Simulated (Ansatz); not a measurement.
The same path of BCl2H (4 atoms, charge 0, multiplicity 1) was run 3 times with different band settings. Lost on the way: B1–H2, B1–Cl3. Made: H2–Cl3.

Computed with RKS BHLYP/def2-SVPD (Ansatz 0.2.0).

Relaxed end points:

```xyz
4
Properties=species:S:1:pos:R:3
B 0.214 0.000 0.270
H 0.001 0.000 1.437
Cl 1.860 0.000 -0.303
Cl -1.119 0.000 -0.852
```

```xyz
4
Properties=species:S:1:pos:R:3
B -0.704 0.000 -0.239
H 1.363 0.000 0.592
Cl 2.574 0.000 1.075
Cl -2.278 0.000 -0.876
```

Common settings: movable images 9; climbing image yes; spring 5.0 eV/Å²; force threshold 0.03 eV/Å; iteration limit 60; end points relaxed.

| run | optimiser | start path |
| --- | --- | --- |
| 1 | quadratic models (default) | through a guess of the saddle point |
| 2 | quadratic models (default) | straight line |
| 3 | fire | through a guess of the saddle point |

(1) What does each run give, and how far can it be trusted?

## Answers

(1) Run 1: converged after 16 iterations, highest image 4.027 eV above the first end. Neighbouring images differ by up to 1.7 eV, so the band resolves the path poorly. A vibrational analysis at the climbing image gives one clearly imaginary mode, 836i cm⁻¹: a first-order saddle point.
Run 2: converged after 11 iterations, highest image 4.027 eV above the first end. Neighbouring images differ by up to 1.4 eV, so the band resolves the path poorly. Another band between the same ends (9 images) ends at a top of the same energy, where a vibrational analysis finds 1 clearly imaginary mode.
Run 3: converged after 60 iterations, highest image 4.028 eV above the first end. Neighbouring images differ by up to 1.2 eV, so the band resolves the path poorly. Another band between the same ends (9 images) ends at a top of the same energy, where a vibrational analysis finds 1 clearly imaginary mode.
The orbitals stay closed-shell, which can raise the energy where a bond breaks towards radicals; this wasn't checked here.
